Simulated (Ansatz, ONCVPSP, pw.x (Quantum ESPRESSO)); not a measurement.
**What a changed setting does to a pw.x run (bcc Ce)**

Potential: optimised norm-conserving Vanderbilt (ONCV), ONCVPSP 4.0.1.1 (patched build), LDA (Perdew-Wang 92); core [Kr] 4d10, reference 4f1 5s2 5p6 5d1 6s2; waves: 5s+6s: rc 2.75 bohr, ncon 4, nbas 7, qcut 5.3 1/bohr, 2 projectors; 5p: rc 2.70 bohr, ncon 3, nbas 6, qcut 4.4 1/bohr, 2 projectors, debl 3.8 Ha; 5d: rc 2.75 bohr, ncon 4, nbas 7, qcut 3.2 1/bohr, 2 projectors, debl 0.7 Ha; 4f: rc 1.65 bohr, ncon 3, nbas 8, qcut 11.6 1/bohr, 2 projectors, debl 2.2 Ha; local part: polynomial inside 1.60 bohr (lpopt 5, dvloc0 2 Ha); core correction: Teter function, fcfact 3.25, rcfact 1.2.

The reference run (k-mesh 13³, cutoffs 130/520 Ry, Fermi–Dirac 0.01 Ry, mixing_beta 0.4, conv_thr 1e-9, no spin) gives -0.47 GPa at 24.022 Å³/atom, where all-electron LAPW gives -0.36 GPa. This run, with its own iteration cap, changes smearing to mv.

```
&control
  calculation='scf', prefix='x', pseudo_dir='./', outdir='./tmp', tstress=.true., disk_io='none'
/
&system
  ibrav=0, nat=1, ntyp=1, ecutwfc=130, ecutrho=520, nbnd=14,
  occupations='smearing', smearing='mv', degauss=0.01
/
&electrons
  conv_thr=1e-09, mixing_beta=0.4, electron_maxstep=60
/
ATOMIC_SPECIES
Ce 1.0 Ce.UPF
CELL_PARAMETERS angstrom
  -1.81767565 1.81767565 1.81767565
  1.81767565 -1.81767565 1.81767565
  1.81767565 1.81767565 -1.81767565
ATOMIC_POSITIONS crystal
Ce 0.0000 0.0000 0.0000
K_POINTS automatic
13 13 13 0 0 0
```

```bash
pw.x < Ce.scf.in > Ce.scf.out
```

**Question.** How does the run end?

**Answer.** It converges in 12 iterations; the free energy moves by +108.4 meV/atom and the pressure by -1.11 GPa. This scheme is built to cancel the term in the square of the width that Fermi–Dirac smearing leaves in the F of a metal.

```
Message from routine setup:
     using ibrav=0 with symmetry is DISCOURAGED, use correct ibrav instead
     lattice parameter (alat)  =       5.9494  a.u.
     unit-cell volume          =     162.1085 (a.u.)^3
     number of electrons       =        12.00
     number of Kohn-Sham states=           14
     kinetic-energy cutoff     =     130.0000  Ry
     charge density cutoff     =     520.0000  Ry
     scf convergence threshold =      1.0E-09
     Exchange-correlation= SLA  PW   NOGX NOGC
     number of k points=    84  Marzari-Vanderbilt smearing, width (Ry)=  0.0100
     iteration #  1     ecut=   130.00 Ry     beta= 0.40
     total energy              =     -82.05598224 Ry
     estimated scf accuracy    <       0.24196436 Ry
     iteration #  2     ecut=   130.00 Ry     beta= 0.40
     total energy              =     -82.07346950 Ry
     estimated scf accuracy    <       0.31670657 Ry
     iteration #  3     ecut=   130.00 Ry     beta= 0.40
     total energy              =     -82.12266753 Ry
     estimated scf accuracy    <       0.02488830 Ry
     [... 6 iterations left out ...]
     iteration # 10     ecut=   130.00 Ry     beta= 0.40
     total energy              =     -82.13153420 Ry
     estimated scf accuracy    <       0.00000012 Ry
     iteration # 11     ecut=   130.00 Ry     beta= 0.40
     total energy              =     -82.13153419 Ry
     estimated scf accuracy    <       0.00000004 Ry
     iteration # 12     ecut=   130.00 Ry     beta= 0.40
     the Fermi energy is    17.0761 ev
!    total energy              =     -82.13153420 Ry
     estimated scf accuracy    <          9.2E-11 Ry
     smearing contrib. (-TS)   =       0.00007551 Ry
     The total energy is F=E-TS. E is the sum of the following terms:
     one-electron contribution =       0.81906701 Ry
     hartree contribution      =       7.99806080 Ry
     xc contribution           =     -14.66584443 Ry
     ewald contribution        =     -76.28289309 Ry
     convergence has been achieved in  12 iterations
          total   stress  (Ry/bohr**3)                   (kbar)     P=      -15.84
     Message from routine punch:
     Nothing written, as per user request (disk_io='none')
```

The run took about 39 s on one core of a shared host (AMD EPYC 9R45 96-Core Processor, 96 threads, 376 GiB, load 38).
